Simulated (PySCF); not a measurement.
# C5H8: the cost of one run

Computed with PySCF 2.14.0, with density-fitted response routines of our own, on a single molecule, in the gas phase or a continuum. Atoms count from 0, in the outputs and in this text.

### 1 The molecule as given

13 atoms, charge 0, multiplicity 1; geometry from: GFN2-xTB.

Bonds of the start (Å): C0–C1 1.32, C1–C2 1.50, C2–C3 1.50, C3–C4 1.32, C0–H5 1.08, C0–H6 1.08, C1–H7 1.08, C2–H8 1.09, C2–H9 1.09, C3–H10 1.08, C4–H11 1.08, C4–H12 1.08.

### 2 Geometry optimisation at PBE0-D3(BJ)/def2-SVP

Job settings and geometry (Å):

```
{"job": {"xc": "PBE0", "basis": "def2-SVP", "d3": "d3bj", "grid": 1, "kind": "geom"}, "charge": 0, "multiplicity": 1}
C      2.297383     0.164725     0.427853
C      1.151631     0.452092    -0.159702
C      0.055544    -0.539389    -0.415759
C     -1.183301    -0.150333     0.335222
C     -2.332161     0.165937    -0.231005
H      2.530567    -0.835124     0.757442
H      3.055578     0.910003     0.599992
H      0.936267     1.463562    -0.479622
H     -0.163884    -0.572026    -1.486192
H      0.381216    -1.531985    -0.093673
H     -1.075390    -0.123474     1.411982
H     -2.460855     0.148701    -1.301356
H     -3.196982     0.447798     0.345538
```

Run with:

```console
> OMP_NUM_THREADS=1 python probes_run.py task.json out
```

One launch serves the whole session: the jobs run in the order shown.

Q: Estimate the wall time and peak memory of this first job on 1 thread of Arm Neoverse V2, shared host.

About 15 s, with a peak of 0.45 GiB.
